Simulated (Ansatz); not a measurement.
A run of Ansatz (development build ahead of 0.2.0) on doublet CH3Cl(+) at this shape:

```json
{"atom": "C", "x (Å)": "0.0762", "y (Å)": "-1.0486", "z (Å)": "-0.5514"}
{"atom": "Cl", "x (Å)": "-0.0713", "y (Å)": "0.6093", "z (Å)": "0.3130"}
{"atom": "H", "x (Å)": "0.1279", "y (Å)": "-0.7733", "z (Å)": "-1.6097"}
{"atom": "H", "x (Å)": "1.0401", "y (Å)": "-1.4611", "z (Å)": "-0.2314"}
{"atom": "H", "x (Å)": "-0.7463", "y (Å)": "-1.6625", "z (Å)": "-0.2107"}
```

Its results:

```yaml
Converged: yes
Total_energy: -498.55709 hartree
Spin_squared_of_the_determinant: 0.758
Stability_test: minimum
```

Forces (eV/Å):
```
atom      Fx      Fy      Fz
  C1   0.704  -0.298  -0.310
 Cl2   0.053  -0.263  -0.011
  H3  -0.331  -0.078   0.281
  H4  -0.117   0.406   0.152
  H5  -0.310   0.232  -0.111
```

(1) Which input gives this output? Name the method, the orbitals and the basis set, and write the input.

Results:

(1) UHF in def2-SVP.

```yaml
crystal:
  periodic: [false, false, false]
  atoms:
    - { symbol: C, position_ang: [0.07616, -1.0486, -0.55135] }
    - { symbol: Cl, position_ang: [-0.07135, 0.60931, 0.31298] }
    - { symbol: H, position_ang: [0.12788, -0.77334, -1.60965] }
    - { symbol: H, position_ang: [1.04008, -1.46113, -0.23136] }
    - { symbol: H, position_ang: [-0.74632, -1.66253, -0.21069] }
basis:
  gaussian: { orbitals: def2-SVP }
total_charge: 1
magnetization:
  spin_polarized: true
  initial_magnetization: 1
hamiltonian:
  xc: hf
output:
  forces: true
```
